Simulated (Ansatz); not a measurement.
# How far each method lies from full CI for PH⁻, doublet

Geometry: a point of a stretch scan, not a stationary point.

```xyz
2

P     0.0000    0.0000    0.0000
H     0.0000    0.0000    1.3050
```

Basis aug-cc-pVDZ; Ansatz 0.2.0. Correlated methods freeze the noble-gas cores, which leaves 7 electrons in 31 orbitals. R marks a restricted (for open shells ROHF) determinant, U an unrestricted one. Active spaces: pair = (3e, 3o) about the gap; valence = (7e, 5o) chosen from the atoms' valence shells.

Full CI is exact within this basis and frozen core; it isn't the basis-set limit. The frozen core follows each run's orbitals, which can shift R against U totals by a few meV.

For open shells CISD is restricted-active-space CI with the open shells as a complete middle space.

The UHF ⟨S²⟩ is 0.769, the T1 diagnostic (RCCSD) is 0.0195 and the largest doubles amplitude (RCCSD) is 0.060. The T1 diagnostic (UCCSD) is 0.0152.

```csv
level,E − E(full CI) (meV),share of correlation (%),wall time
RHF,4057,0.00,–
UHF,3945,2.76,–
RMP2,738,81.80,–
UMP2,757,81.34,–
CISD,349,91.40,0.82 s
RCCSD,160,96.07,–
UCCSD,156,96.16,–
RCCSD(T),31,99.24,1 s
UCCSD(T),31,99.23,2.5 s
BCCD(T),31,99.23,1.3 s
RCCSDT,9,99.78,–
UCCSDT,8,99.79,–
RCCSDT(Q),1,99.97,5.5 s
UCCSDT(Q),1,99.98,7 s
RCCSDTQ,0,99.99,34 s (H100)
UCCSDTQ,0,100.00,56 s (H100)
CASSCF (pair space),3712,8.53,–
MRCISD (pair space),309,92.38,–
MRCISD+Q (pair space),15,99.62,1.2 s
CASSCF (valence space),3660,9.80,–
NEVPT2 (valence space),1022,74.82,0.51 s
MRCISD (valence space),298,92.65,–
MRCISD+Q (valence space),16,99.61,0.73 s
```

The correlation energy at full CI, counted from RHF, is -4.057 eV. That run took 40 s on 2 threads of AMD EPYC 7R13 with a shared H100 80 GB, shared host over 35,359,296 determinants.

Times hold each run's SCF and search for its determinant on a shared host, so for small cases they say little of a method's own cost; rows without a card ran on 1 thread of AMD EPYC 7R13.

The full-CI state has the irrep B2 of C2v, in the program's axes (one component, if the state is degenerate).

Natural occupations of full CI about the gap: 1.961 1.931 1.914 0.983 0.038 0.035 0.021 0.020 0.019 0.017; effectively unpaired electrons, Σ n²(2−n)², 1.07.
